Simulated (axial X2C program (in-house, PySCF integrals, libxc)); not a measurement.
**Potential curves of Cl₂, two-component**

Computed with an in-house relativistic program for diatomic molecules. Two-component (2c) means X2C with spin–orbit coupling and atomic mean-field two-electron Coulomb and Gaunt terms. Basis: Cl dyall-av3z [9s8p3d2f] (cores contracted in-house); Gaussian nuclei, density fitting, unrestricted open shells. Masses: Cl 34.969 u.

State: Ω = 0 (closed shell). Energies in cm⁻¹ from the fragments at the same level (Cl + Cl). Fits are polynomials in 1 − R0/R over 0.85 to 1.23 times the lowest point R0.

| R (Å) | HF | r2SCAN | MP2 |
| --- | --- | --- | --- |
| 1.7400 | 3540 | -11393 | -10895 |
| 1.8200 | -1632 | -16459 | -15982 |
| 1.8800 | -3783 | -18650 | -18146 |
| 1.9400 | -4825 | -19821 | -19262 |
| 2.0000 | -5014 | -20217 | -19580 |
| 2.0700 | -4421 | -19946 | -19197 |
| 2.1400 | -3184 | -19102 | -18228 |
| 2.2300 | -943 | -17450 | -16406 |
| 2.3400 | 2403 | -14909 | -13670 |
| 2.5000 | 7780 | -10802 | -9349 |

Correlated methods: 14 electrons correlated (number of frozen shells: Cl 2 s, 1 p), 194 virtual spin orbitals or spinors in MP2.

One determinant describes the state; a PBE0 search over occupations chose it and may have missed a lower one. The closed shell is kept restricted, so the energy runs too high when the bond is stretched far. De is counted from the lowest determinant-based energies of the atoms at the same level, without counterpoise correction. A 2c atom that is not at its ground J level misses part of its spin–orbit lowering, and De is too large by that part (0.04 eV or less for light atoms). This holds for r2SCAN. The functionals have no current-density term, which raises determinants with orbital currents, atoms included. MP2 and coupled cluster on one determinant become unreliable at the stretched end.

**Question.** What are Re, ωe and De at the HF level?

**Answer.** At HF, 2c: Re = 1.985 Å, ωe ≈ 610 cm⁻¹, De = 0.62 eV to Cl + Cl; Be follows as 0.245 cm⁻¹.

**Question.** Fit the r2SCAN curve near its minimum: give the equilibrium distance, the harmonic wavenumber and the well depth.

**Answer.** At r2SCAN, 2c: Re = 2.008 Å, ωe ≈ 549 cm⁻¹, De = 2.51 eV to Cl + Cl; Be follows as 0.239 cm⁻¹.

**Question.** Fit the MP2 curve near its minimum: give the equilibrium distance, the harmonic wavenumber and the well depth.

**Answer.** At MP2, 2c: Re = 1.999 Å, ωe ≈ 569 cm⁻¹, De = 2.43 eV to Cl + Cl; Be follows as 0.241 cm⁻¹.
